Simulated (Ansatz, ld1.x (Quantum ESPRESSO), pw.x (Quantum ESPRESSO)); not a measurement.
## Al (sc): variants of one TM potential in the solid

```json
{
 "Element": "aluminium",
 "Generator": "ld1.x (Quantum ESPRESSO) 7.5",
 "Type": "norm-conserving Troullier–Martins (Kleinman–Bylander form)",
 "Functional": "PBEsol",
 "Relativity": "scalar-relativistic",
 "Frozen core": "[Ne]",
 "Valence charge": "3",
 "Reference configuration": "3s2 3p1",
 "Partial waves": "3p (bound): rc 1.75 bohr; 3s (bound): rc 2.10 bohr",
 "Local potential": "the s channel",
 "Core correction": "none"
}
```

Crystal test: sc Al in pw.x 7.5, no spin, 12³ k-points, Fermi–Dirac smearing 0.01 Ry, cutoffs set for each file from its atomic test. The reference is all-electron LAPW (Ansatz 0.2.0) with the same functional, mesh and smearing; V0 and B0 come from Birch–Murnaghan fits to the pressures at five volumes. Errors are pseudo minus all-electron; Δ is the rms difference of the E(V) curves that follow from these fits, minima aligned, over ±6 % about the mean V0. Mesh and smearing are coarse, so the numbers serve the comparison and aren't converged zero-temperature values; the lattice is a test structure that the element need not adopt.

All-electron: a0 = 2.702 Å (V0 = 19.72 Å³/atom), B0 = 59.6 GPa.

Base: This is a poor potential for the solid.

A dash in a converged row means that the minimum lies outside the volumes sampled.

```tsv
change	cutoffs (Ry)	pw.x	a0 (Å)	a0 error (%)	B0 error (%)	Δ (meV/atom)	mean pressure error (GPa)
base	40/160	converged	–	–	–	–	+3.03
all radii scaled by about 1.39 (s 2.92, p 2.42 bohr)	35/140	converged	2.706	+0.17	-0.4	1.4	+0.32
core correction a·sin(br)/r model core inside 0.84 bohr	50/200	converged	2.735	+1.23	-2.7	9.5	+2.35
local potential the p channel	40/160	converged	–	–	–	–	+3.68
wave 3s (bound): rc 2.10 bohr becomes 3s (bound): rc 2.56 bohr	40/160	converged	2.732	+1.11	-4.9	8.4	+2.05
wave 3p (bound): rc 1.75 bohr becomes 3p (bound): rc 2.42 bohr	40/160	converged	–	–	–	–	+2.99
```
